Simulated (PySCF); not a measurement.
# SiH3F: a look at the electrons

Aim: take SiH3F and analyse its density (charges, bond critical points, surface potential), see where an electron leaves and enters and measure its response to a uniform field.

Computed with PySCF 2.14.0. Level: levels as typed in each script, gas phase, geometry from GFN2-xTB.

### Step 1. The starting structure

SMILES `F[SiH3]`, 5 atoms, charge 0, spin multiplicity 1.

Bond lengths: F1–Si2 1.606 Å, Si2–H3 1.454 Å, Si2–H4 1.454 Å, Si2–H5 1.454 Å. Angles: F1–Si2–H3 105.1°, F1–Si2–H4 105.1°, F1–Si2–H5 105.1°, H3–Si2–H4 113.5°, H3–Si2–H5 113.5°, H4–Si2–H5 113.5°.

Geometry (Å):

```mol
FH3Si
  3D, bonds by distance, orders not assigned

  5  4  0  0  0  0  0  0  0  0999 V2000
    1.0938    0.0000    0.0000 F   0  0
   -0.5122    0.0000    0.0000 Si  0  0
   -0.8910   -1.3410   -0.4156 H   0  0
   -0.8913    0.3104    1.3689 H   0  0
   -0.8913    1.0302   -0.9535 H   0  0
  1  2  8  0
  2  3  8  0
  2  4  8  0
  2  5  8  0
M  END
```

### Step 2. Density, bond paths and surface potential (PBE0/def2-tzvp)

Contents of input.py:

```python
import numpy as np
from pyscf import gto, scf, dft
from pyscf.scf import atom_ks, atom_hf
from scipy.linalg import block_diag

def solve(mol, dm0=None, hcore=None):
    mf = (dft.UKS if mol.spin else dft.RKS)(mol, xc='pbe0')
    mf.grids.level = 3
    mf = mf.density_fit(auxbasis='def2-universal-jkfit')
    mf.conv_tol, mf.max_cycle = 1e-8, 80
    if hcore is not None:
        mf.get_hcore = lambda *args: hcore
    mf.kernel(dm0)
    if not mf.converged:
        mf = mf.newton().run(mf.mo_coeff, mf.mo_occ, max_cycle=30)
    assert mf.converged, 'SCF not converged'
    return mf

mol = gto.M(atom='''
F      1.09378     0.00001     0.00001
Si    -0.51218     0.00002     0.00001
H     -0.89101    -1.34098    -0.41561
H     -0.89130     0.31042     1.36895
H     -0.89126     1.03020    -0.95348
''', basis='def2-tzvp', charge=0, spin=0, verbose=4)
mf = solve(mol)
mf.analyze()
# spherically averaged free atoms, for the promolecule
atm = atom_ks.get_atm_nrks(mol, xc='pbe0')
pro = block_diag(*[(atm[a[0]][2] * atm[a[0]][3]) @ atm[a[0]][2].T for a in mol._atom])
np.savez('result.npz', e=mf.e_tot, c=mf.mo_coeff, occ=mf.mo_occ, eps=mf.mo_energy, pro=pro, dip=mf.dip_moment(verbose=0), s2=mf.spin_square()[0])
```

Started as:

```console
$ OMP_NUM_THREADS=1 python input.py
```

### Step 4. Removing and adding an electron (PBE0/def2-tzvp)

Edit input.py of step 2 so:

```diff
@@ -26,3 +26,12 @@
 mf = solve(mol)
-mf.analyze()
+out = dict(e0=mf.e_tot, dm0=mf.make_rdm1(), c=mf.mo_coeff, occ=mf.mo_occ, eps=mf.mo_energy)
+for name, dq, spin in [('cation', 1, 1)]:
+    ion = mol.copy().set(charge=mol.charge + dq, spin=spin).build()
+    mi = solve(ion)
+    if spin and dq > 0 and mol.nao < 130:
+        c, _, stable, _ = mi.stability(return_status=True)
+        if not stable:
+            mi = solve(ion, mi.make_rdm1(c, mi.mo_occ))
+    print(name, 'vertical energy change / eV', (mi.e_tot - mf.e_tot) * 27.211386)
+    out.update({'e_' + name: mi.e_tot, 'dm_' + name: mi.make_rdm1(), 's2_' + name: mi.spin_square()[0], 'eps_' + name: mi.mo_energy, 'occ_' + name: mi.mo_occ})
 # spherically averaged free atoms, for the promolecule
@@ -30,2 +39,2 @@
 pro = block_diag(*[(atm[a[0]][2] * atm[a[0]][3]) @ atm[a[0]][2].T for a in mol._atom])
-np.savez('result.npz', e=mf.e_tot, c=mf.mo_coeff, occ=mf.mo_occ, eps=mf.mo_energy, pro=pro, dip=mf.dip_moment(verbose=0), s2=mf.spin_square()[0])
+np.savez('result.npz', pro=pro, **out)
```

### Step 5. Response to an electric field (PBE0/def2-tzvp)

Contents of input.py:

```python
import numpy as np
from pyscf import gto, scf, dft
from pyscf.scf import atom_ks, atom_hf
from scipy.linalg import block_diag

def solve(mol, dm0=None, hcore=None):
    mf = (dft.UKS if mol.spin else dft.RKS)(mol, xc='pbe0')
    mf.grids.level = 3
    mf = mf.density_fit(auxbasis='def2-universal-jkfit')
    mf.conv_tol, mf.max_cycle = 1e-8, 80
    if hcore is not None:
        mf.get_hcore = lambda *args: hcore
    mf.kernel(dm0)
    if not mf.converged:
        mf = mf.newton().run(mf.mo_coeff, mf.mo_occ, max_cycle=30)
    assert mf.converged, 'SCF not converged'
    return mf

mol = gto.M(atom='''
F      1.09378     0.00001     0.00001
Si    -0.51218     0.00002     0.00001
H     -0.89101    -1.34098    -0.41561
H     -0.89130     0.31042     1.36895
H     -0.89126     1.03020    -0.95348
''', basis='def2-tzvp', charge=0, spin=0, verbose=4)
field = np.array([0.004, 0.0, 0.0])  # atomic units
mol.set_common_orig(mol.atom_charges() @ mol.atom_coords() / mol.atom_charges().sum())
mf = solve(mol)
out = dict(dm0=mf.make_rdm1(), d0=mf.dip_moment(unit='AU'), e0=mf.e_tot)
for name, sign in (('p', 1), ('m', -1)):
    h = mf.get_hcore() + sign * np.einsum('x,xij->ij', field, mol.intor('int1e_r'))
    mi = solve(mol, mf.make_rdm1(), h)
    out.update({'dm' + name: mi.make_rdm1(), 'd' + name: mi.dip_moment(unit='AU'), 'e' + name: mi.e_tot})
# spherically averaged free atoms, for the promolecule
atm = atom_ks.get_atm_nrks(mol, xc='pbe0')
pro = block_diag(*[(atm[a[0]][2] * atm[a[0]][3]) @ atm[a[0]][2].T for a in mol._atom])
np.savez('result.npz', pro=pro, **out)
```

(Steps that only read results are left out.)

Q: Predict the outcome of this session. Wanted: dipole moment; HOMO, LUMO; polarisability along the field.

The runs gave:

| quantity | value |
| --- | --- |
| dipole moment (PBE0/def2-tzvp) | 1.57 D |
| HOMO, LUMO (PBE0/def2-tzvp) | -9.85, -0.23 eV |
| polarisability along the field (PBE0/def2-tzvp) | 23.2 bohr³ |

**Reading.** At PBE0/def2-tzvp: The highest Hirshfeld charge is on Si2 (+0.42 e), the lowest on F1 (−0.21 e). The geometry was not optimised at these levels.
